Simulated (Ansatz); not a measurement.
# How the smallest direct gap on the k points sampled of 1T (CdI2-type) SnS₂ moves with the method

No measured value is used here.

| level (code) | value (eV) | cell (Å³/atom) |
|---|---|---|
| LDA+SOC (Ansatz) | 1.70 | 22.61 |
| RPBE (Ansatz) | 2.02 | 22.61 |
| PBEsol-D3(BJ) (Ansatz) | 1.58 | 21.15 |
| PBE0+SOC (Ansatz) | 3.44 | 22.61 |
| G0W0@HSE06 (Ansatz) | 3.17 | 22.61 |

At these levels the smallest gap is indirect and lower: LDA+SOC 1.19, RPBE 1.47, PBEsol-D3(BJ) 0.96, PBE0+SOC 2.99, G0W0@HSE06 2.67 eV. Computed values are for a static lattice. Levels without +SOC have no spin–orbit coupling; where heavier elements are present it shifts gaps, mostly down, and can invert bands.  G0W0@HSE06: filled d or f shells below the valence bands can shift G0W0 gaps through exchange with them, which wasn't tested here. G0W0@HSE06: GW on a hybrid start was not checked against another program. G0W0@HSE06: the correction to the complete basis was taken at k points off the band edges. Values are at the measured cell (atoms relaxed with PBEsol); PBEsol-D3(BJ) at the level's own relaxed cell. Cutoffs and k meshes differ between the levels. Ansatz's density-functional and Hartree–Fock values are scalar-relativistic unless marked +SOC, with PAW data made under PBE.

Ansatz is an electronic-structure program.
